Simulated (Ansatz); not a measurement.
**What a trial cell of SrBe₄Cd relaxes into**

The calculation used DFT PBE, scalar-relativistic, plane waves, PAW (Ansatz). Cutoff 420 eV, Γ-centred k mesh, Gaussian smearing, no spin polarisation in the final step.

A relaxed cell is given with its space group left out.

```
CELL_PARAMETERS angstrom
0.00000 3.58494 3.58494
3.58494 0.00000 3.58494
3.58494 3.58494 0.00000
ATOMIC_POSITIONS crystal
Sr 0.00000 0.00000 0.00000
Be 0.37218 0.37218 0.88345
Be 0.37218 0.88345 0.37218
Be 0.88345 0.37218 0.37218
Be 0.37218 0.37218 0.37218
Cd 0.75000 0.75000 0.75000
```

Energies over the elements count from the elements' standard structures at the same level, with no empirical corrections.

Q: What space group does it have?

A: F-43m (No. 216). Conventional cell: a = 7.170 Å. Sr has 12 Be at 2.97 Å and 4 Cd at 3.10 Å; around Be lie 6 Be at 2.48–2.59 Å, 3 Sr at 2.97 Å and 3 Cd at 2.98 Å; around Cd lie 12 Be at 2.98 Å and 4 Sr at 3.10 Å.

Q: What is its formation energy per atom?

A: 0.48 eV/atom.

Q: Is it a metal?

A: Yes, bands cross the Fermi level on the 10×10×10 mesh.

The final run used a 10×10×10 mesh on its 6-atom cell and 0.10 eV smearing. For metals, differences of a few meV/atom aren't resolved. The cell came from a trial start, so SrBe₄Cd may not exist in this structure.

Cost: 3 runs of about 2 core-minutes in all, on AMD EPYC (Zen 3) (shared hosts).